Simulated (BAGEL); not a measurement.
# [OF2]+ (SMILES F[O+]F) at UHF/STO-3G (density fitting with cc-pvqz-jkfit)

What is the vertical doublet–quartet gap of [OF2]+ at UHF/STO-3G (density fitting with cc-pvqz-jkfit)? 

The calculation is run with BAGEL 1.2.2.

7 further runs of the same task are left out: 2 that didn't finish, 5 set aside as unsound or not needed. Runs told in other sessions of the task aren't counted.

### Step 1. The system as given

[OF2]+ has 3 atoms, charge +1, and is taken as a doublet. SMILES: `F[O+]F`. Geometry: relaxed at PBE0-D4/def2-TZVP.

Bond lengths: F1–O2 1.297 Å, O2–F3 1.297 Å. Angles: F1–O2–F3 108.0°.

### Step 2. A single-point energy at UHF/STO-3G (density fitting with cc-pvqz-jkfit)

Contents of calc.json:

```json
{ "bagel": [

{
  "title": "molecule",
  "basis": "sto-3g",
  "df_basis": "cc-pvqz-jkfit",
  "angstrom": "true",
  "geometry": [
    { "atom": "F", "xyz": [       0.920200,      -0.309010,       0.473410 ] },
    { "atom": "O", "xyz": [       0.000640,       0.505210,       0.055670 ] },
    { "atom": "F", "xyz": [      -0.920840,      -0.196190,      -0.529090 ] }
  ]
},

{ "title": "uhf", "charge": 1, "nopen": 1 },

{ "title": "print", "file": "orbitals.molden", "orbitals": "true" }

]}
```

The run is started by

```sh
$ BAGEL_NUM_THREADS=1 BAGEL calc.json > calc.out
```

The program printed:

```text
* using 1 threads per process

  ===============================================================
  ===============================================================

  *** Geometry ***

  { "atom" : "F", "xyz" : [      1.738926,     -0.583944,      0.894615 ] },
  { "atom" : "O", "xyz" : [      0.001209,      0.954709,      0.105201 ] },
  { "atom" : "F", "xyz" : [     -1.740135,     -0.370745,     -0.999835 ] },

  Number of auxiliary basis functions:      318

  Since a DF basis is specified, we compute 2- and 3-index integrals:
    o Being stored without compression. Storage requirement is 0.001 GB

  Number of basis functions:       15
  Number of electrons      :       26

    * METHOD: MOLECULE                             0.06

  *** Open-shell HF ***

  === Nuclear Repulsion ===
    79.1552907754

      * DIIS with orbital gradients will be used.

  === UHF iteration (sto-3g) ===
      0       -269.26995856          0.10548200           0.01
      1       -269.38761954          0.05308435           0.01
      2       -269.41802569          0.03097530           0.01
      3       -269.42914659          0.00759556           0.01
      4       -269.43466229          0.00408738           0.01
      5       -269.43682017          0.00067323           0.01
      6       -269.43687765          0.00047006           0.01
      7       -269.43699600          0.00022425           0.01
      8       -269.43701547          0.00009318           0.01
      9       -269.43706658          0.00001989           0.01
     10       -269.43709679          0.00001208           0.01
     11       -269.43711224          0.00000291           0.01
     12       -269.43711246          0.00000182           0.01
     13       -269.43711242          0.00000112           0.01
     14       -269.43711248          0.00000067           0.01
     15       -269.43711248          0.00000011           0.01
     16       -269.43711248          0.00000003           0.01
     17       -269.43711248          0.00000001           0.01
    * SCF iteration converged.

    * S^2 (UHF) is 0.7742

    * Permanent dipole moment:
           (   -0.000123,    -0.097029,    -0.010693) a.u.

    * METHOD: UHF                                  0.16

    * METHOD: PRINT                                0.00

  ===============================================================
```

Wall time 0.77 s (1 thread of AMD EPYC 7R43 (Zen 3), shared host); peak memory 0.14 GiB.

### Step 3. The quartet at the same level

Contents of input.json:

```json
{ "bagel": [

{
  "title": "molecule",
  "basis": "sto-3g",
  "df_basis": "cc-pvqz-jkfit",
  "angstrom": "true",
  "geometry": [
    { "atom": "F", "xyz": [       0.920200,      -0.309010,       0.473410 ] },
    { "atom": "O", "xyz": [       0.000640,       0.505210,       0.055670 ] },
    { "atom": "F", "xyz": [      -0.920840,      -0.196190,      -0.529090 ] }
  ]
},

{ "title": "uhf", "charge": 1, "nopen": 3 },

{ "title": "print", "file": "orbitals.molden", "orbitals": "true" }

]}
```

The run is started by

```sh
$ BAGEL_NUM_THREADS=1 BAGEL input.json > input.out
```

The program printed:

```text
* using 1 threads per process

  ===============================================================
  ===============================================================

  *** Geometry ***

  { "atom" : "F", "xyz" : [      1.738926,     -0.583944,      0.894615 ] },
  { "atom" : "O", "xyz" : [      0.001209,      0.954709,      0.105201 ] },
  { "atom" : "F", "xyz" : [     -1.740135,     -0.370745,     -0.999835 ] },

  Number of auxiliary basis functions:      318

  Since a DF basis is specified, we compute 2- and 3-index integrals:
    o Being stored without compression. Storage requirement is 0.001 GB

  Number of basis functions:       15
  Number of electrons      :       26

    * METHOD: MOLECULE                             0.06

  *** Open-shell HF ***

  === Nuclear Repulsion ===
    79.1552907754

      * DIIS with orbital gradients will be used.

  === UHF iteration (sto-3g) ===
      0       -269.07023132          0.05042827           0.01
      1       -269.12532748          0.02175045           0.01
      2       -269.14157349          0.01264843           0.01
      3       -269.14626133          0.00544596           0.01
      4       -269.15145130          0.00092622           0.01
      5       -269.15152774          0.00026948           0.01
      6       -269.15153405          0.00009186           0.01
      7       -269.15153675          0.00003822           0.01
      8       -269.15153706          0.00004335           0.01
      9       -269.15153679          0.00002930           0.01
     10       -269.15153661          0.00000612           0.00
     11       -269.15153662          0.00000375           0.00
     12       -269.15153662          0.00000220           0.00
     13       -269.15153662          0.00000115           0.00
     14       -269.15153662          0.00000069           0.01
     15       -269.15153662          0.00000050           0.01
     16       -269.15153662          0.00000051           0.01
     17       -269.15153662          0.00000050           0.01
     18       -269.15153662          0.00000044           0.00
     19       -269.15153662          0.00000037           0.00
     20       -269.15153662          0.00000027           0.00
     21       -269.15153662          0.00000021           0.00
     22       -269.15153662          0.00000020           0.00
     23       -269.15153662          0.00000016           0.00
     24       -269.15153662          0.00000014           0.00
     25       -269.15153662          0.00000011           0.00
     26       -269.15153662          0.00000008           0.00
     27       -269.15153662          0.00000005           0.00
     28       -269.15153662          0.00000003           0.00
     29       -269.15153662          0.00000002           0.00
     30       -269.15153662          0.00000003           0.00
     31       -269.15153662          0.00000002           0.00
     32       -269.15153662          0.00000001           0.00
     33       -269.15153662          0.00000001           0.00
    * SCF iteration converged.

    * S^2 (UHF) is 3.8660

    * Permanent dipole moment:
           (   -0.000257,    -0.252897,    -0.027834) a.u.

    * METHOD: UHF                                  0.23

    * METHOD: PRINT                                0.00

  ===============================================================
```

Wall time 0.87 s (1 thread of AMD EPYC 7R43 (Zen 3), shared host); peak memory 0.14 GiB.

### Step 4. What came out

Level: UHF/STO-3G (density fitting with cc-pvqz-jkfit).

| quantity | value |
| --- | --- |
| doublet: total energy | -269.43711 Eh |
| doublet: ⟨S²⟩ | 0.774 |
| quartet: total energy | -269.15154 Eh |
| quartet: ⟨S²⟩ | 3.866 |
| vertical energy of the quartet above the doublet | 7.771 eV |

What this shows: At this shape the quartet lies 7.77 eV (750 kJ/mol) above the doublet. In a minimal basis such a difference can be off by several eV, whatever the method. ⟨S²⟩ (quartet) is 3.87 where a pure quartet has 3.75: the reference is spin-contaminated.
